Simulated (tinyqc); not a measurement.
Inside a calculation. Method: MP2 on RHF in the sto-3g basis, for OH-, spin multiplicity 1. The basis has no diffuse functions, so it cannot describe the extra electron: this is an exercise in the method, not the real anion. Computed by tinyqc, a small Python program that keeps every step (integrals from PySCF). Settings: charge = -1, multiplicity = 1, basis = sto-3g, method = RHF, energy threshold = 1e-10, iteration cap = 54, orthogonalisation = canonical, start = Wolfsberg-Helmholz matrix, DIIS depth = 6. Command: `OMP_NUM_THREADS=1 python tinyqc.py 26229 26230 out.jsonl` (the two numbers bound the seeds that draw the settings). One thread of a shared host (Intel(R) Xeon(R) Processor @ 2.60GHz), about 0.09 s of CPU time with the checks. The early iterations of the SCF are left out here.

## One-electron integrals

Geometry (angstrom):
```
atom,x,y,z
O,0.000000,0.000000,0.000000
H,0.000000,0.000000,0.989000
```

Basis sto-3g: exponents (1/bohr^2) and contraction coefficients of normalised primitives:
```
element,l (shell),exponent,coefficient
O,s (1),130.709320,0.154329
O,s (1),23.808861,0.535328
O,s (1),6.443608,0.444635
O,s (2),5.033151,-0.099967
O,s (2),1.169596,0.399513
O,s (2),0.380389,0.700115
O,p (3),5.033151,0.155916
O,p (3),1.169596,0.607684
O,p (3),0.380389,0.391957
H,s (1),3.425251,0.154329
H,s (1),0.623914,0.535328
H,s (1),0.168855,0.444635
```

Overlap, kinetic and nuclear-attraction integrals over the contracted functions; the nuclear repulsion is the sum of Za Zb / Rab.

nuclear repulsion = 4.28050322 hartree

overlap S, lower triangle:
```
,1O 1s,1O 2s,1O 2px,1O 2py,1O 2pz,2H 1s
1O 1s,1.000000
1O 2s,0.236704,1.000000
1O 2px,0.000000,0.000000,1.000000
1O 2py,0.000000,0.000000,0.000000,1.000000
1O 2pz,0.000000,0.000000,0.000000,0.000000,1.000000
2H 1s,0.050047,0.454172,0.000000,0.000000,0.382187,1.000000
```

kinetic energy T (hartree), lower triangle:
```
,1O 1s,1O 2s,1O 2px,1O 2py,1O 2pz,2H 1s
1O 1s,29.003200
1O 2s,-0.168011,0.808128
1O 2px,0.000000,0.000000,2.528731
1O 2py,0.000000,0.000000,0.000000,2.528731
1O 2pz,0.000000,0.000000,0.000000,0.000000,2.528731
2H 1s,-0.004524,0.113871,0.000000,0.000000,0.260378,0.760032
```

nuclear attraction V (hartree), lower triangle:
```
,1O 1s,1O 2s,1O 2px,1O 2py,1O 2pz,2H 1s
1O 1s,-61.153518
1O 2s,-7.309731,-9.581192
1O 2px,0.000000,0.000000,-9.469624
1O 2py,0.000000,0.000000,0.000000,-9.469624
1O 2pz,-0.014541,-0.172926,0.000000,0.000000,-9.585701
2H 1s,-1.589592,-3.451286,0.000000,0.000000,-2.627563,-5.369759
```

core Hamiltonian H = T + V (hartree), lower triangle:
```
,1O 1s,1O 2s,1O 2px,1O 2py,1O 2pz,2H 1s
1O 1s,-32.150318
1O 2s,-7.477742,-8.773064
1O 2px,0.000000,0.000000,-6.940892
1O 2py,0.000000,0.000000,0.000000,-6.940892
1O 2pz,-0.014541,-0.172926,0.000000,0.000000,-7.056970
2H 1s,-1.594116,-3.337415,0.000000,0.000000,-2.367185,-4.609727
```

## Two-electron integrals

Functions are numbered as in S; the eight-fold symmetry (ij|kl) = (ji|kl) = (kl|ij) leaves the list below.

Two-electron integrals (ij|kl) in chemists' order, unique and non-zero (hartree):
```
i,j,k,l,(ij|kl)
1,1,1,1,4.785065
2,1,1,1,0.741380
2,1,2,1,0.136873
2,2,1,1,1.118947
2,2,2,1,0.256633
2,2,2,2,0.817206
3,1,3,1,0.024477
3,2,3,1,0.037809
3,2,3,2,0.180518
3,3,1,1,1.115814
3,3,2,1,0.256684
3,3,2,2,0.817023
3,3,3,3,0.880159
4,1,4,1,0.024477
4,2,4,1,0.037809
4,2,4,2,0.180518
4,3,4,3,0.047444
4,4,1,1,1.115814
4,4,2,1,0.256684
4,4,2,2,0.817023
4,4,3,3,0.785270
4,4,4,4,0.880159
5,1,5,1,0.024477
5,2,5,1,0.037809
5,2,5,2,0.180518
5,3,5,3,0.047444
5,4,5,4,0.047444
5,5,1,1,1.115814
5,5,2,1,0.256684
5,5,2,2,0.817023
5,5,3,3,0.785270
5,5,4,4,0.785270
5,5,5,5,0.880159
6,1,1,1,0.159135
6,1,2,1,0.029127
6,1,2,2,0.054244
6,1,3,3,0.054140
6,1,4,4,0.054140
6,1,5,1,0.001343
6,1,5,2,0.002512
6,1,5,5,0.054459
6,1,6,1,0.006279
6,2,1,1,0.381973
6,2,2,1,0.088681
6,2,2,2,0.312053
6,2,3,3,0.306795
6,2,4,4,0.306795
6,2,5,1,0.006649
6,2,5,2,0.050510
6,2,5,5,0.322273
6,2,6,1,0.019231
6,2,6,2,0.146765
6,3,3,1,0.009341
6,3,3,2,0.054153
6,3,5,3,0.010530
6,3,6,3,0.021068
6,4,4,1,0.009341
6,4,4,2,0.054153
6,4,5,4,0.010530
6,4,6,4,0.021068
6,5,1,1,0.272859
6,5,2,1,0.064176
6,5,2,2,0.241158
6,5,3,3,0.230183
6,5,4,4,0.230183
6,5,5,1,0.013564
6,5,5,2,0.091184
6,5,5,5,0.262841
6,5,6,1,0.014540
6,5,6,2,0.137767
6,5,6,5,0.148917
6,6,1,1,0.517250
6,6,2,1,0.122043
6,6,2,2,0.491970
6,6,3,3,0.472005
6,6,4,4,0.472005
6,6,5,1,0.011998
6,6,5,2,0.125085
6,6,5,5,0.531290
6,6,6,1,0.026711
6,6,6,2,0.289478
6,6,6,5,0.310290
6,6,6,6,0.774606
```

## Orthogonalisation

S = U s U^T; canonical form X = U s^(-1/2), so that X^T S X = 1. Each column of U has its largest component positive (the first on a tie).

eigenvalues of S: 0.390770  0.839592  1.000000  1.000000  1.131163  1.638475

X:
```
,1,2,3,4,5,6
1O 1s,0.266031,0.772578,0.000000,0.000000,0.595679,0.206453
1O 2s,-0.914867,-0.473805,0.000000,0.000000,0.372947,0.446820
1O 2px,0.000000,0.000000,0.076856,0.997042,0.000000,0.000000
1O 2py,0.000000,0.000000,0.997042,-0.076856,0.000000,0.000000
1O 2pz,-0.682885,0.560640,0.000000,0.000000,-0.590776,0.311592
2H 1s,1.088560,-0.235307,0.000000,0.000000,-0.202749,0.520541
```

Within a degenerate level the vectors are fixed only up to a rotation; this is one choice.

## Iteration 6 (converged): orbitals

converged F (hartree), lower triangle:
```
,1O 1s,1O 2s,1O 2px,1O 2py,1O 2pz,2H 1s
1O 1s,-19.376249
1O 2s,-4.970663,-1.777604
1O 2px,0.000000,0.000000,0.247820
1O 2py,0.000000,0.000000,0.000000,0.247820
1O 2pz,-0.023690,-0.052975,0.000000,0.000000,0.436585
2H 1s,-1.069016,-0.697709,0.000000,0.000000,-0.308086,-0.110626
```

Diagonalise F' = X^T F X, C = X C', fill 5 alpha and 5 beta electrons from the bottom; D = 2 C_occ C_occ^T. Each column has its largest component positive (the first on a tie).

F' = X^T F X (hartree), lower triangle:
```
,1,2,3,4,5,6
1,0.803908
2,-1.592905,-7.872136
3,0.000000,0.000000,0.247820
4,0.000000,0.000000,0.000000,0.247820
5,-0.942294,-8.501503,0.000000,0.000000,-8.853352
6,-0.502858,-4.067818,0.000000,0.000000,-4.691968,-2.757487
```

orbital energies (hartree): MO1 -19.385143, MO2 -0.589598, MO3 0.072359, MO4 0.247820, MO5 0.247820, MO6 1.223315

coefficients C:
```
,MO1,MO2,MO3,MO4,MO5,MO6
1O 1s,0.994268,-0.237028,0.111443,0.000000,0.000000,0.089077
1O 2s,0.024622,0.863146,-0.581917,0.000000,0.000000,-0.562099
1O 2px,0.000000,0.000000,0.000000,0.989509,0.144468,0.000000
1O 2py,0.000000,0.000000,0.000000,-0.144468,0.989509,0.000000
1O 2pz,0.003614,0.060930,0.543251,0.000000,0.000000,-0.963280
2H 1s,-0.006587,0.270875,0.673297,0.000000,0.000000,1.012746
```

D after iteration 6, lower triangle:
```
,1O 1s,1O 2s,1O 2px,1O 2py,1O 2pz,2H 1s
1O 1s,2.114342
1O 2s,-0.489920,2.168510
1O 2px,0.000000,0.000000,2.000000
1O 2py,0.000000,0.000000,0.000000,2.000000
1O 2pz,0.099385,-0.526893,0.000000,0.000000,0.597694
2H 1s,0.008559,-0.316320,0.000000,0.000000,0.764500,1.053493
```

Within a degenerate level the vectors are fixed only up to a rotation; this is one choice.

## Convergence

Stop when the energy changes by less than 1e-10 hartree and every element of the error matrix X^T (F D S - S D F) X is below 3e-06.

Course of the cycle:
```
iteration,E (hartree),change,largest element of the error matrix
1,-73.69488399,-,5.72e-01
2,-74.03997643,-3.45e-01,1.56e-01
3,-74.06004259,-2.01e-02,1.97e-02
4,-74.06025899,-2.16e-04,1.72e-03
5,-74.06026072,-1.73e-06,4.43e-06
6,-74.06026072,-1.01e-11,3.73e-08
```

PySCF RHF in the same basis = -74.06026072 hartree

Converged in 6 iterations.

## Integrals over molecular orbitals

(pq|rs) = sum C_ip C_jq C_kr C_ls (ij|kl), one index at a time.

one-electron integrals over orbitals h = C^T H C (hartree), lower triangle:
```
,1,2,3,4,5,6
1,-32.132599
2,0.585197,-7.098907
3,-0.265340,0.704937,-5.820730
4,0.000000,0.000000,0.000000,-6.940892
5,0.000000,0.000000,0.000000,0.000000,-6.940892
6,-0.213091,1.066524,1.360963,0.000000,0.000000,-5.608383
```

Two-electron integrals over orbitals (pq|rs), unique and non-zero (hartree):
```
p,q,r,s,(pq|rs)
1,1,1,1,4.745391
2,1,1,1,-0.426179
2,1,2,1,0.060180
2,2,1,1,1.007771
2,2,2,1,-0.015041
2,2,2,2,0.724397
3,1,1,1,0.199814
3,1,2,1,-0.027047
3,1,2,2,0.012718
3,1,3,1,0.022068
3,2,1,1,-0.190612
3,2,2,1,0.008863
3,2,2,2,-0.024056
3,2,3,1,0.010748
3,2,3,2,0.149331
3,3,1,1,0.829739
3,3,2,1,-0.008995
3,3,2,2,0.640002
3,3,3,1,-0.002750
3,3,3,2,-0.027670
3,3,3,3,0.662263
4,1,4,1,0.026019
4,2,4,1,0.032857
4,2,4,2,0.146587
4,3,4,1,-0.014306
4,3,4,2,-0.053345
4,3,4,3,0.046752
4,4,1,1,1.115333
4,4,2,1,-0.012381
4,4,2,2,0.748013
4,4,3,1,0.005772
4,4,3,2,-0.101431
4,4,3,3,0.639062
4,4,4,4,0.880159
5,1,5,1,0.026019
5,2,5,1,0.032857
5,2,5,2,0.146587
5,3,5,1,-0.014306
5,3,5,2,-0.053345
5,3,5,3,0.046752
5,4,5,4,0.047444
5,5,1,1,1.115333
5,5,2,1,-0.012381
5,5,2,2,0.748013
5,5,3,1,0.005772
5,5,3,2,-0.101431
5,5,3,3,0.639062
5,5,4,4,0.785270
5,5,5,5,0.880159
6,1,1,1,0.160843
6,1,2,1,-0.024726
6,1,2,2,-0.001683
6,1,3,1,-0.002885
6,1,3,2,-0.023200
6,1,3,3,0.012885
6,1,4,4,0.004315
6,1,5,5,0.004315
6,1,6,1,0.029994
6,2,1,1,-0.224565
6,2,2,1,0.004594
6,2,2,2,-0.110558
6,2,3,1,-0.017416
6,2,3,2,-0.019591
6,2,3,3,-0.010630
6,2,4,4,-0.118703
6,2,5,5,-0.118703
6,2,6,1,0.018660
6,2,6,2,0.108912
6,3,1,1,-0.271395
6,3,2,1,0.004434
6,3,2,2,-0.097142
6,3,3,1,0.004074
6,3,3,2,0.119855
6,3,3,3,-0.059612
6,3,4,4,-0.150353
6,3,5,5,-0.150353
6,3,6,1,-0.010520
6,3,6,2,0.041940
6,3,6,3,0.160115
6,4,4,1,-0.010627
6,4,4,2,-0.042183
6,4,4,3,-0.007331
6,4,6,4,0.038562
6,5,5,1,-0.010627
6,5,5,2,-0.042183
6,5,5,3,-0.007331
6,5,6,5,0.038562
6,6,1,1,0.944216
6,6,2,1,-0.010694
6,6,2,2,0.683497
6,6,3,1,0.015663
6,6,3,2,0.033317
6,6,3,3,0.645357
6,6,4,4,0.665425
6,6,5,5,0.665425
6,6,6,1,-0.010666
6,6,6,2,-0.087522
6,6,6,3,-0.038537
6,6,6,6,0.722616
```

## Second-order Moller-Plesset energy

Hartree-Fock energy = -74.06026072 hartree

E2 = sum_ijab (ia|jb) [2 (ia|jb) - (ib|ja)] / (e_i + e_j - e_a - e_b) over occupied i, j and virtual a, b; the opposite-spin part is (ia|jb)^2 / denominator, the rest is same-spin, and SCS-MP2 scales them by 6/5 and 1/3.

Terms:
```
i,j,a,b,(ia|jb),(ib|ja),denominator,term
3,3,6,6,0.160115,0.160115,-2.301914,-0.011137
2,2,6,6,0.108912,0.108912,-3.625826,-0.003271
5,5,6,6,0.038562,0.038562,-1.950992,-0.000762
4,4,6,6,0.038562,0.038562,-1.950992,-0.000762
2,3,6,6,0.041940,0.041940,-2.963870,-0.000593
3,2,6,6,0.041940,0.041940,-2.963870,-0.000593
1,1,6,6,0.029994,0.029994,-41.216917,-0.000022
2,1,6,6,0.018660,0.018660,-22.421372,-0.000016
1,2,6,6,0.018660,0.018660,-22.421372,-0.000016
3,1,6,6,-0.010520,-0.010520,-21.759415,-0.000005
1,3,6,6,-0.010520,-0.010520,-21.759415,-0.000005
```

Pair energies (hartree; pair i-j sums ij and ji):
```
pair,opposite spin,same spin
1-1,-0.000022,0.000000
2-1,-0.000031,0.000000
2-2,-0.003271,0.000000
3-1,-0.000010,0.000000
3-2,-0.001187,0.000000
3-3,-0.011137,0.000000
4-4,-0.000762,0.000000
5-5,-0.000762,0.000000
```

MP2 correlation energy = -0.01718303 hartree

SCS-MP2 correlation energy = -0.02061964 hartree

MP2 total energy = -74.07744375 hartree
